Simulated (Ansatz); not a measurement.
## MgH, doublet in cc-pVQZ: errors against full CI

Geometry: a point of a stretch scan, not a stationary point.

| atom | x (Å) | y (Å) | z (Å) |
| --- | --- | --- | --- |
| Mg | 0.0000 | 0.0000 | 0.0000 |
| H | 0.0000 | 0.0000 | 2.3790 |

Basis cc-pVQZ; Ansatz 0.2.0. Only valence electrons are correlated (noble-gas cores frozen), which leaves 3 electrons in 84 orbitals. R marks a restricted (for open shells ROHF) determinant, U an unrestricted one. Active spaces: valence = (3e, 5o) chosen from the atoms' valence shells. The metal's outer-core shells are frozen, which leaves out core–valence correlation.

Full CI is exact within this basis and frozen core; it isn't the basis-set limit. The frozen core follows each run's orbitals, which can shift R against U totals by a few meV.

Unrestricted rows (U) aren't spin-pure: their determinants' ⟨S²⟩ exceeds S(S+1) by up to 0.14, so they mix in states of higher spin.

```
UHF ⟨S²⟩                          : 0.890
T1 diagnostic (RCCSD)             : 0.0889
largest doubles amplitude (RCCSD) : 0.093
T1 diagnostic (UCCSD)             : 0.0581
```

| level | E − E(RHF) (eV) |
| --- | --- |
| UHF | -0.2332 |
| RMP2 | -0.9543 |
| UMP2 | -0.9705 |
| RCCSD | -1.3680 |
| UCCSD | -1.3914 |
| RCCSD(T) | -1.4016 |
| UCCSD(T) | -1.4057 |

Problem. Estimate how far full CI in cc-pVQZ lies from RCCSD(T). The table doesn't fix it; the size of (T) and the diagnostics are the guide.

Solution. Full CI in cc-pVQZ lies 1.1 kJ/mol below RCCSD(T), which is 34 % of the (T) step (-3.2 kJ/mol). T1 is raised, and the rest is a large part of (T).

The other levels:

```
                   level  E − E(full CI) (kJ/mol)  share of correlation (%)  wall time
                 BCCD(T)                      0.9                     99.33      6.5 s
                  RCCSDT                      0.0                    100.00       38 s
                  UCCSDT                     -0.1                    100.06       35 s
  CASSCF (valence space)                     42.6                     68.75          –
  NEVPT2 (valence space)                     14.1                     89.69      2.1 s
  MRCISD (valence space)                      2.2                     98.35          –
MRCISD+Q (valence space)                      1.7                     98.79        3 s
```

The correlation energy at full CI, counted from RHF, is -1.413 eV. That run took 5.5 s on 1 thread of AMD EPYC 7B13, shared host over 76,124 determinants.

Times hold each run's SCF and search for its determinant on a shared host, so for small cases they say little of a method's own cost; they ran on 1 thread of AMD EPYC 7B13.

The full-CI state has the irrep A1 of C2v, in the program's axes (one component, if the state is degenerate).

Natural occupations of full CI about the gap: 1.887 0.987 0.063 0.020 0.020 0.007 0.005 0.005 0.003 0.002; effectively unpaired electrons, Σ n²(2−n)², 1.06.
